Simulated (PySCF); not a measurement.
## Bonding in `C=C([CH+]C)CC`

Species: C₆H₁₁ (charge +1).
Atom-mapped SMILES: `[CH2:1]=[C:2]([CH+:3][CH3:4])[CH2:5][CH3:6]` (hydrogens: H7, H8 on C1; H9 on C3; H10, H11, H12 on C4; H13, H14 on C5; H15, H16, H17 on C6)

Structure used (GFN2-xTB), in Å, numbered top down from 1:
```xyz
17
C6H11 angstrom
C      0.3471   -1.8245    1.0143
C      0.3205   -0.7082    0.2243
C      1.3036    0.2719    0.4605
C      1.4499    1.5324   -0.2108
C     -0.7536   -0.5270   -0.8068
C     -1.9242    0.2653   -0.2149
H     -0.3850   -2.6098    0.8958
H      1.0891   -1.9692    1.7854
H      2.0390    0.0488    1.2293
H      1.4927    2.3380    0.5345
H      0.6957    1.7462   -0.9619
H      2.4562    1.5906   -0.6498
H     -0.3628   -0.0135   -1.6849
H     -1.1135   -1.5044   -1.1266
H     -1.6119    1.2515    0.1197
H     -2.3508   -0.2640    0.6333
H     -2.6989    0.3879   -0.9655
```

Bond orders from the PBE0/pcSseg-1 density (PySCF). One conformer (not necessarily the lowest) at the GFN2-xTB geometry, without solvent, vibrations or thermal averaging.

Where do the orders between heavy atoms depart from those drawn in the SMILES?

The largest departure is 0.398, at C1–C2 (drawn double, 1.602). Drawn single, order above 1.12: C2–C3 (1.302) and C3–C4 (1.192). Drawn double or triple, more than 0.30 short of the drawn order: C1–C2 (1.602). The SMILES, with its formal charges, is one Lewis structure only.

Set the Mayer orders of the bonds beside their lengths.

```
  bond  drawn as  length (Å)  Mayer order
 C1–C2    double       1.368        1.602
 C2–C3    single       1.408        1.302
 C3–C4    single       1.436        1.192
 C2–C5    single       1.500        1.029
 C5–C6    single       1.532        1.031
 C1–H7    single       1.080        0.928
 C1–H8    single       1.080        0.935
 C3–H9    single       1.087        0.938
C4–H10    single       1.098        0.873
C4–H11    single       1.086        0.938
C4–H12    single       1.099        0.870
C5–H13    single       1.090        0.923
C5–H14    single       1.090        0.926
C6–H15    single       1.087        0.962
C6–H16    single       1.087        0.961
C6–H17    single       1.086        0.959
```

By pair of heavy elements: C–C: lowest C2–C5 and C5–C6 (1.029, 1.500 Å), highest C1–C2 (1.602, 1.368 Å). Bonds named together lie within 0.004.

Sum the orders of all bonds at each heavy atom with more than one neighbour and set the sums beside the valence in the SMILES.

C1 3.465 (drawn 4), C2 3.933 (drawn 4), C3 3.432 (drawn 3), C4 3.873 (drawn 4), C5 3.909 (drawn 4), C6 3.913 (drawn 4). Orders between atoms that aren't bonded are not in these sums.

Mayer orders depend on the basis set.

These values come from a run that also computed NMR shieldings. Time: 18 s; peak memory 0.73 GiB. Hardware: one thread of an Arm Neoverse V1, on a shared host.
